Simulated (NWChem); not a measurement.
Molecule: dimethyl sulfide (C₂H₆S); SMILES CSC

Computed with NWChem. The geometry was optimised at PBE0/def2-SVP. Solvent water, SMD (1 M gas to 1 M solution), gas-phase geometry.

| level | basis functions | solvation free energy (kcal/mol) | cavity-dispersion-structure term (kcal/mol) | dipole in solution (D) | relative time |
|---|---|---|---|---|---|
| M06-2X/3-21G | 43 | -0.8 | 2.8 | 2.34 | 1 |
| M06-2X/pcseg-1 | 76 | -0.6 | 2.8 | 2.25 | 2 |
| M06-2X/aug-pcseg-1 | 127 | -0.7 | 2.8 | 2.32 | 8 |
| M06-2X/pcseg-2 | 178 | -0.6 | 2.8 | 2.17 | 10 |
| M06-2X/def2-TZVPP | 188 | -0.5 | 2.8 | 2.15 | 10 |

Times are rough ratios from one shared machine.
